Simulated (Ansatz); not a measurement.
# Which isomer of FH3NSi+ gives these data?

These gas-phase data were calculated for one isomer of FH3NSi+ at B3LYP-D3(BJ)/6-311G** (harmonic, unscaled wavenumbers; equilibrium rotational constants with average atomic masses):

- rotational constants: 18.45, 7.512, 5.495 GHz
- all wavenumbers above 1500 cm⁻¹: 3496, 3468, 3386, 1645, 1644

Candidates:

(1) `[NH2+]=[SiH]F`, a singlet
(2) `[NH3+][Si]F`, a singlet

Task: Which candidate do the data belong to?

Result: Candidate (2). 3 modes lie between 3250 and 3800 cm⁻¹, one for each N–H bond, while (1) has 2.

The same quantities for all candidates:

```tsv
	rotational constants (GHz)	wavenumbers above 1500 cm⁻¹	E above the lowest, B3LYP-D3(BJ)/6-311G** (kcal/mol)
(1)	31.76, 7.327, 5.953	3595, 3512, 2383, 1582	5.7
(2)	18.45, 7.512, 5.495	3496, 3468, 3386, 1645, 1644	0.0
```

Each candidate is one conformer. Programs: Ansatz 0.2.0.
